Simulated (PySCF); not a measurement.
Species: C6H5 (charge +1).
Atom-mapped SMILES: `[CH3:1][C:2]#[C:3][c:4]1[cH:5][cH+:6]1` (hydrogens: H7, H8, H9 on C1; H10 on C5; H11 on C6)

Structure used (PBE0-D3(BJ)/def2-SVP), in Å, numbered top down from 1:
```xyz
11
C6H5 angstrom
C     -2.784   -0.302    0.257
C     -1.373   -0.084    0.115
C     -0.172    0.104   -0.018
C      1.172    0.315   -0.161
C      2.483   -0.138   -0.111
C      2.244    1.141   -0.468
H     -3.272    0.584    0.693
H     -3.221   -0.466   -0.744
H     -2.992   -1.188    0.876
H      3.189   -0.949    0.079
H      2.617    2.119   -0.778
```

Theory: core-valence-separated Tamm–Dancoff BHandHLYP/aug-pcX-1 (pcseg-1 on H) in PySCF, non-relativistic, gas phase, PBE0-D3(BJ)/def2-SVP geometry. No empirical shift is added; at this level the pattern usually sits a few eV under experiment.

(1) List the carbon K-edge absorption lines.

Answers

(1) 
| E (eV) | f | core hole on | main final orbital | polarisation |
| --- | --- | --- | --- | --- |
| 282.18 | 0.0688 | C2 | LUMO (84 %) | across the triple bond |
| 282.56 | 0.0015 | C3 | LUMO (97 %) | across the triple bond |
| 282.77 | 0.1509 | C5 + C6 | LUMO+1 (2 roots, f summed) | – |
| 283.27 | 0.0859 | C4 | LUMO (89 %) | normal to the local trigonal plane |
| 283.62 | 0.0005 | C1 | LUMO (95 %) | – |
| 283.83 | 0.0528 | C3 | LUMO+2 (77 %) | across the triple bond |
| 284.44 | 0.0627 | C2 | LUMO+2 (81 %) | across the triple bond |
| 285.38 | 0.0000 | C3 | LUMO+1 (100 %) | – |
| 285.94 | 0.0014 | C1 | LUMO+2 (86 %) | – |
| 285.98 | 0.0001 | C5 + C6 | LUMO (2 roots, f summed) | – |
| 286.08 | 0.0000 | C1 | LUMO+1 (100 %) | – |
| 286.44 | 0.0661 | C3 | LUMO+13 (50 %) | across the triple bond |
| 286.72 | 0.0000 | C4 | LUMO+1 (99 %) | – |
| 286.83 | 0.0020 | C1 | LUMO+4 (34 %) | – |
| 287.13 | 0.0000 | C2 | LUMO+1 (100 %) | – |
| 287.47 | 0.0006 | C3 | LUMO+3 (62 %) | – |
| 287.56 | 0.0390 | C1 | LUMO+13 (30 %) | – |
| 287.99 | 0.0402 | C1 | LUMO+9 (40 %) | – |
| 288.36 | 0.0029 | C1 | LUMO+3 (44 %) | – |
| 288.50 | 0.0132 | C3 | spread | along the triple bond |
| 288.52 | 0.0003 | C2 | LUMO+3 (50 %) | – |
| 288.57 | 0.0222 | C4 | LUMO+2 (79 %) | in the local trigonal plane |
| 288.60 | 0.0053 | C3 | LUMO+5 (71 %) | across the triple bond |
| 288.65 | 0.0558 | C5/C6 | LUMO+2 (2 roots, f summed) | – |

The first line with a tenth or more of the strongest one's intensity is at 282.18 eV (f = 0.069), with the hole on C2 (alkyne carbon), polarised across the triple bond. The strongest listed is at 282.77 eV (f = 0.151, sum of 2; C5 + C6).

Roots within 0.03 eV whose holes lie on the same, on equivalent or on shared atoms are summed into one line, and the highest roots are left out, as the search may have cut off their partners. Final orbitals are the ground state's empty Kohn–Sham orbitals. A dash: too weak, shared between unlike atoms, or no plane or axis to refer to.

What are the wavelength and the wavenumber of the 283.27 eV line?

λ = 12398.42 eV Å/283.27 eV = 43.769 Å; 2.2847 × 10⁶ cm⁻¹.

The ionisation thresholds weren't computed; near and above them a finite basis only mimics Rydberg series and continuum.
